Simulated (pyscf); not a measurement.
Optimised with ωB97X-D3(BJ)/def2-SVP in PySCF. Correlated levels are frozen-core, on RHF or UHF. ΔMP2 is the change of the MP2 total energy from the triple- to the quadruple-zeta basis.

Problem. What is the homolytic dissociation enthalpy (298 K, CCSD(T)/def2-TZVPP + ΔMP2(QZVPP)) of the B–H bond of BH₃, to BH₂• + H•?

Solution. B–H to BH₂• + H•: 4.55 eV. The radicals are drawn with the spin at the cut bond; how far it spreads was not checked. The CCSD(T) − MP2 part came from Ansatz, without density fitting, on the same reference.
